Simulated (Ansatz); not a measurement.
## ZnS⁺, doublet in def2-TZVPP: errors against UCCSDT(Q)

Geometry: that of the ZnS, triplet, kept fixed.

```xyz
2

Zn    0.0000    0.0000    0.0000
S     0.0000    0.0000    2.2554
```

Basis def2-TZVPP; Ansatz 0.2.0. Correlated methods freeze the noble-gas cores, which leaves 17 electrons in 92 orbitals. Prefix R: restricted or restricted open-shell reference; prefix U: unrestricted. Active spaces: valence = (17e, 10o) chosen from the atoms' valence shells. No spin–orbit coupling is included, and no scalar relativity. The metal's outer-core shells are frozen, which leaves out core–valence correlation.

Full CI isn't at hand for all of this; UCCSDT(Q) serves as the reference, and is uncertain by about the last step of the cluster series. The frozen core follows each run's orbitals, which can shift R against U totals by a few meV for light atoms and by up to 0.1 eV past Ca.

* UHF ⟨S²⟩: 0.839
* T1 diagnostic (RCCSD): 0.0244
* largest doubles amplitude (RCCSD): 0.096
* T1 diagnostic (UCCSD): 0.0250

```json
{"level": "UHF", "E − E(UCCSDT(Q)) (mEh)": "603.11", "share of correlation (%)": "1.00", "wall time": "–"}
{"level": "UMP2", "E − E(UCCSDT(Q)) (mEh)": "0.59", "share of correlation (%)": "99.90", "wall time": "–"}
{"level": "UCCSD", "E − E(UCCSDT(Q)) (mEh)": "21.38", "share of correlation (%)": "96.49", "wall time": "–"}
{"level": "UCCSD(T)", "E − E(UCCSDT(Q)) (mEh)": "1.13", "share of correlation (%)": "99.81", "wall time": "73 s (H100)"}
{"level": "UCCSDT", "E − E(UCCSDT(Q)) (mEh)": "0.68", "share of correlation (%)": "99.89", "wall time": "–"}
```

The correlation energy at UCCSDT(Q), counted from RHF, is -16.578 eV. That run took 3.2 min on 2 threads of AMD EPYC 7R13 with a shared H100 80 GB, shared host.

Run but not shown, since their state or frozen core can't be matched to the reference's or they repeat it: RHF, RMP2, RCCSD, RCCSD(T), RCCSDT, RCCSDT(Q), CASSCF (valence space), NEVPT2 (valence space).

Times hold each run's SCF and search for its determinant on a shared host, so for small cases they say little of a method's own cost.

Natural occupations of CASSCF (valence space) about the gap: 2.000 1.999 1.998 1.927 1.000 0.076; effectively unpaired electrons, Σ n²(2−n)², 1.04.
